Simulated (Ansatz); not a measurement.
```yaml
crystal:
  periodic: [false, false, false]
  atoms:
    - {symbol: Pd, position_ang: [0.000000, 0.000000, 0.000000]}
    - {symbol: N, position_ang: [0.000000, 0.000000, 2.100000]}
basis:
  gaussian: {orbitals: def2-TZVP}
magnetization: {spin_polarized: true, initial_magnetization: 3}
hamiltonian: {xc: pbe0}
relax: {f_tol: 0.004, max_steps: 80}
```

```sh
$ ansatz run in.yaml --threads 1 --pin off --events-out ev --progress --plain --max-ram 2176MiB
```

Steps of the relaxation (energy above the last step; positions in Å, forces in eV/Å):

```
2
step 1, 484.2 meV
Pd    0.000    0.000    0.000    0.000    0.000    2.332
N     0.000    0.000    2.100    0.000    0.000   -2.332
```

```
2
step 2, 125.1 meV
Pd    0.000    0.000    0.086    0.000    0.000    1.661
N     0.000    0.000    2.014    0.000    0.000   -1.661
```

```
2
step 3, 379.6 meV
Pd    0.000    0.000    0.236    0.000    0.000   -5.319
N     0.000    0.000    1.864    0.000    0.000    5.319
```

```
2
step 7, 0.0 meV
Pd    0.000    0.000    0.152    0.000    0.000    0.000
N     0.000    0.000    1.948    0.000    0.000    0.000
```

Close pairs at the end: Pd1–N2 1.797 Å.

A stationary point of unrestricted PBE0 after 7 steps, with ⟨S²⟩ = 3.774 against 3.75 for a pure state. 16 s on 1 thread of Arm Neoverse V2, shared host.
